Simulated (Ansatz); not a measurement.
# One shape, several levels: quartet AlNH2F

Wanted: a comparison of 6 runs (UHF/STO-3G, UHF/3-21G, UHF/def2-TZVP, UB3LYP/6-31G*, UCCSD/def2-TZVP) of quartet AlNH2F. 

The results are computed with Ansatz 0.2.0.

43 further runs of the same task are left out: 43 set aside as unsound or not needed.

## (1) The system as given

AlNH2F has 5 atoms, charge 0, and is taken as a quartet. SMILES of the parent species: `[NH2][Al][F]`. The coordinates come from a PBE0-D4/def2-TZVP relaxation. This is one conformer, not always the lowest. That shape belongs to the parent species and isn't relaxed for this state.

Bond lengths: N1–Al2 1.765 Å, Al2–F3 1.658 Å, N1–H4 1.007 Å, N1–H5 1.009 Å. Angles: N1–Al2–F3 117.4°, Al2–N1–H4 124.8°, Al2–N1–H5 124.2°, H4–N1–H5 111.0°.

## (2) The energy at UHF/STO-3G (run 1)

input.yaml reads:

```yaml
crystal:
  periodic: [false, false, false]
  atoms:
    - {symbol: "N", position_ang: [-0.384700, 0.499000, -0.263800]}
    - {symbol: Al, position_ang: [0.632000, -0.282800, 0.949500]}
    - {symbol: F, position_ang: [1.228700, -1.786800, 0.590000]}
    - {symbol: H, position_ang: [-0.804300, 1.408300, -0.162700]}
    - {symbol: H, position_ang: [-0.621700, 0.088600, -1.154400]}
basis:
  gaussian:
    orbitals: STO-3G
magnetization:
  spin_polarized: true
  initial_magnetization: 3
hamiltonian:
  xc: hf
accuracy: high
output: {orbitals: {seedname: orbitals}}
```

Launch:

```sh
$ ansatz run input.yaml --threads 1 --pin off --max-ram 2610MiB --events-out events.jsonl --progress --plain --runs-dir runs
```

The program printed:

```text
Warning: RAYON_NUM_THREADS=1 ignored (pool sized by the plan → 1); use --threads N
Functional definition: HF
  name "HF"
  exchange = exact_x
  correlation = 0
378 factors; integrals over basis functions are off by at most 3.4e-8 eV
mean field evaluation 1: about -10656.2415 eV, gradient 1.5e1 eV
mean field evaluation 2: about -10656.3194 eV, gradient 1.5e1 eV
mean field evaluation 4: about -10658.7674 eV, gradient 1.8e0 eV
mean field evaluation 8: about -10658.8334 eV, gradient 2.9e-4 eV
mean field evaluation 16: about -10657.5566 eV, gradient 5.5e0 eV
mean field evaluation 32: about -10656.8333 eV, gradient 9.0e-1 eV
mean field -10658.83162642 eV, -391.7048374555 hartree, gradient 2.5e-8 eV, S^2 3.758935; 2 other end points of the search recorded, 0 dependent functions left out
reference -10658.83162642 eV, -391.7048374555 hartree; 17, 14 occupied and 4, 7 virtual orbitals, 378 factors
Total energy: -10658.83162642 eV, -391.7048374555 hartree
```

Run time: 0.28 s. Hardware: 1 thread of Arm Neoverse V1, shared host.

## (3) The energy at UHF/3-21G (run 2)

in.yaml reads:

```yaml
crystal:
  periodic: [false, false, false]
  atoms:
    - symbol: "N"
      position_ang: [-0.384700, 0.499000, -0.263800]
    - symbol: Al
      position_ang: [0.632000, -0.282800, 0.949500]
    - symbol: F
      position_ang: [1.228700, -1.786800, 0.590000]
    - symbol: H
      position_ang: [-0.804300, 1.408300, -0.162700]
    - symbol: H
      position_ang: [-0.621700, 0.088600, -1.154400]
basis:
  gaussian: {orbitals: 3-21G.json}
accuracy: high
hamiltonian: {xc: hf}
magnetization: {spin_polarized: true, initial_magnetization: 3}
output: {orbitals: {seedname: orbitals}}
```

The basis set 3-21G is read from a file made from the Basis Set Exchange's data (not shown).

Launch:

```sh
$ ansatz run in.yaml --threads 1 --pin off --max-ram 2610MiB --events-out events.jsonl --progress --plain --runs-dir runs
```

The program printed:

```text
Warning: RAYON_NUM_THREADS=1 ignored (pool sized by the plan → 1); use --threads N
[... 4 set-up lines as earlier in the session ...]
750 factors; integrals over basis functions are off by at most 6.8e-9 eV
mean field evaluation 1: about -10738.5915 eV, gradient 2.2e1 eV
mean field evaluation 2: about -10738.6014 eV, gradient 2.2e1 eV
mean field evaluation 4: about -10741.0607 eV, gradient 2.4e0 eV
mean field evaluation 8: about -10741.1587 eV, gradient 1.2e-1 eV
mean field evaluation 16: about -10734.6675 eV, gradient 5.0e0 eV
mean field -10741.15889015 eV, -394.7303085941 hartree, gradient 4.8e-8 eV, S^2 3.758205; 0 other end points of the search recorded, 0 dependent functions left out
reference -10741.15889015 eV, -394.7303085941 hartree; 17, 14 occupied and 18, 21 virtual orbitals, 750 factors
Total energy: -10741.15889015 eV, -394.7303085941 hartree
```

Run time: 0.4 s. Hardware: 1 thread of Arm Neoverse V1, shared host.

Runs 3 to 4 aren't shown in full; the table further down has their settings and results.

## (4) The energy at UB3LYP/6-31G(d) (Cartesian functions) (run 5)

job.yaml reads:

```yaml
crystal:
  periodic: [false, false, false]
  atoms:
    - {symbol: "N", position_ang: [-0.384700, 0.499000, -0.263800]}
    - {symbol: Al, position_ang: [0.632000, -0.282800, 0.949500]}
    - {symbol: F, position_ang: [1.228700, -1.786800, 0.590000]}
    - {symbol: H, position_ang: [-0.804300, 1.408300, -0.162700]}
    - {symbol: H, position_ang: [-0.621700, 0.088600, -1.154400]}
basis:
  gaussian:
    orbitals: "6-31G*"
total_charge: 0
magnetization:
  spin_polarized: true
  initial_magnetization: 3
hamiltonian:
  xc: {name: B3LYP}
accuracy: high
output: {orbitals: {seedname: orbitals}}
```

Launch:

```sh
$ ansatz run job.yaml --threads 1 --pin off --max-ram 2610MiB --events-out events.jsonl --progress --plain --runs-dir runs
```

The program printed:

```text
Warning: RAYON_NUM_THREADS=1 ignored (pool sized by the plan → 1); use --threads N
Functional definition: B3LYP
  name "B3LYP"
  parameter a0 = 0.2
  parameter ax = 0.72
  parameter ac = 0.81
  exchange = (1 - a0 - ax)*slater_x + ax*b88_x + a0*exact_x
  correlation = (1 - ac)*vwn_rpa_c + ac*lyp_c
1053 factors; integrals over basis functions are off by at most 3.0e-9 eV
mean field evaluation 1: about -10828.7367 eV, gradient 3.2e1 eV
mean field evaluation 2: about -10810.4562 eV, gradient 7.4e1 eV
mean field evaluation 4: about -10832.3276 eV, gradient 3.3e0 eV
mean field evaluation 8: about -10832.4668 eV, gradient 2.7e-1 eV
mean field evaluation 16: about -10832.4672 eV, gradient 2.1e-5 eV
mean field evaluation 32: about -10831.4146 eV, gradient 4.0e-2 eV
mean field -10832.46720882 eV, -398.0858274141 hartree, gradient 4.4e-8 eV, S^2 3.753496; 3 other end points of the search recorded, 0 dependent functions left out
reference -10832.46724183 eV, -398.0858286271 hartree; 17, 14 occupied and 36, 39 virtual orbitals, 1053 factors
Total energy: -10832.46724183 eV, -398.0858286271 hartree
```

Run time: 6.9 s. Hardware: 1 thread of Arm Neoverse V1, shared host; peak memory 0.18 GiB.

## (5) The energy at UCCSD/def2-TZVP (run 6)

in.yaml reads:

```yaml
crystal:
  periodic: [false, false, false]
  atoms:
    - {symbol: "N", position_ang: [-0.384700, 0.499000, -0.263800]}
    - {symbol: Al, position_ang: [0.632000, -0.282800, 0.949500]}
    - {symbol: F, position_ang: [1.228700, -1.786800, 0.590000]}
    - {symbol: H, position_ang: [-0.804300, 1.408300, -0.162700]}
    - {symbol: H, position_ang: [-0.621700, 0.088600, -1.154400]}
basis:
  gaussian: {orbitals: def2-TZVP}
magnetization: {spin_polarized: true, initial_magnetization: 3}
correlation: {method: ccsd, frozen_orbitals: {Al: 5, F: 1, H: 0, "N": 1}}
accuracy: high
scf: {omitted_lower_state_checks: [cluster_reference, increment]}
```

Launch:

```sh
$ ansatz run in.yaml --threads 1 --pin off --max-ram 2610MiB --events-out events.jsonl --progress --plain --runs-dir runs
```

The program printed, shortened:

```text
Warning: RAYON_NUM_THREADS=1 ignored (pool sized by the plan → 1); use --threads N
[... 2 set-up lines as earlier in the session ...]
[...]
1848 factors; integrals over basis functions are off by at most 5.8e-9 eV
[...]
mean field -10802.40559803 eV, -396.9810835941 hartree, gradient 2.8e-8 eV, S^2 3.759994; 2 other end points of the search recorded, 0 dependent functions left out
7 core orbitals not correlated: weight in the atoms' cores, before any rotation towards them, 1.000 or more for the frozen orbitals, at most 0.000 for the correlated occupied ones
reference -10802.40559803 eV, -396.9810835941 hartree; 10, 7 occupied and 94, 97 virtual orbitals, 1848 factors
second order -12.60112241 eV of doubles, -0.00000000 eV of singles
cycle   1  -12.82133085 eV  change   -2.2e-1 eV  update   7.4e-2
[...]
cycle  25  -13.16717043 eV  change  -4.6e-10 eV  update   1.9e-9
Total energy: -10815.57276847 eV, -397.4649681826 hartree
Checks for a lower state left out: cluster_reference, increment
```

Run time: 73 s. Hardware: 1 thread of Arm Neoverse V1, shared host; peak memory 1.8 GiB.

## (6) Overview of the runs

```tsv
run	level	Cartesian functions	frozen core orbitals	energy (Eh)	⟨S²⟩	wall time
1	UHF/STO-3G	no	–	-391.704837	3.759	0.28 s
2	UHF/3-21G	no	–	-394.730309	3.758	0.4 s
3	UHF/def2-TZVP	no	–	-396.981084	3.760	8.7 s
4	UB3LYP/6-31G* (spherical functions)	no	–	-398.081471	3.753	7.2 s
5	UB3LYP/6-31G* (Cartesian functions)	yes	–	-398.085829	3.753	6.9 s
6	UCCSD/def2-TZVP	no	7	-397.464968	3.760	73 s
```

## (7) What came out

| quantity | value |
| --- | --- |
| run 6: total energy | -397.46497 Eh |
| run 6: correlation energy (7 core orbitals frozen) | -483.9 mEh |
| run 6: ⟨S²⟩ of the reference determinant | 3.760 |
| run 6: T1 diagnostic | 0.014 |

What this shows: In run 1 the basis is minimal, so the values are rough. All runs together took 96 s, the longest 73 s.
